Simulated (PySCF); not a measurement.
Compound: C5H9O (charge -1).
Atom-mapped SMILES: `[CH3:1][C@H:2]([O-:3])[CH:4]1[CH2:5][CH2:6]1` (hydrogens: H7, H8, H9 on C1; H10 on C2; H11 on C4; H12, H13 on C5; H14, H15 on C6)

Geometry (GFN2-xTB, Å), atoms numbered from 1 in this order:
```
atom  x, y, z in Å
C1    -1.966   -0.017    0.129
C2    -0.668   -0.900    0.333
O3    -0.776   -1.826    1.239
C4     0.475    0.133    0.610
C5     1.087    0.968   -0.475
C6     1.878   -0.131    0.171
H7    -2.797   -0.659   -0.159
H8    -2.220    0.468    1.071
H9    -1.817    0.745   -0.639
H10   -0.438   -1.300   -0.730
H11    0.361    0.605    1.582
H12    0.743    0.812   -1.489
H13    1.368    1.996   -0.270
H14    2.703    0.140    0.821
H15    2.063   -1.025   -0.409
```

The closed-shell SCF was solved with PySCF and density fitting under several settings on one GFN2-xTB geometry (grid level 2 and gas phase unless stated).

| settings | basis functions | SCF cycles | E (Eh) | HOMO (eV) | LUMO (eV) |
| --- | --- | --- | --- | --- | --- |
| HF/aug-pcSseg-1 | 237 | 11 | -269.3304 | -3.39 | 3.21 |
| LDA/IGLO-II | 186 | 16 | -268.8383 | 1.47 | 4.50 |
| BLYP/def2-SVPD, grid level 3, start guess vsap | 195 | 15 | -270.8242 | 1.29 | 3.71 |

Q: Estimate the row for these settings: BHandHLYP/6-311+G(2d,p).

A: 
```csv
settings,basis functions,SCF cycles,E (Eh),HOMO (eV),LUMO (eV)
"BHandHLYP/6-311+G(2d,p)",216,14,-271.0380,-1.30,3.88
```

Q: Over all rows, what range does the HOMO–LUMO gap span?

A: From 2.42 eV (BLYP/def2-SVPD, grid level 3, start guess vsap) to 6.60 eV (HF/aug-pcSseg-1). The functional of the narrowest has no exact exchange, that of the widest 100 % exact exchange.

Whole jobs, the steps after the SCF included, on an Arm Neoverse V1 with one thread, no GPU, shared host:

```tsv
settings	work after the SCF	wall time	peak memory
HF/aug-pcSseg-1	3 singlets by TDHF, 2 Tamm–Dancoff triplets, polarisability, density and orbital grids written	17 s	0.84 GiB
LDA/IGLO-II	spin–spin couplings from 14 perturbed nuclei, spin–dipole term left out	19 s	0.53 GiB
BLYP/def2-SVPD, grid level 3, start guess vsap	12 singlets by full TDDFT, polarisability	43 s	0.58 GiB
BHandHLYP/6-311+G(2d,p)	spin–spin couplings from 14 perturbed nuclei, spin–dipole term left out	31 s	0.81 GiB
```

Cycle counts include a coarse-grid stage where the run had one. All basis functions are spherical, in the Pople sets too. The HOMO energy is positive at BLYP/def2-SVPD and LDA/IGLO-II; such an orbital is held in place by the finite basis.

One conformer stands for the species.
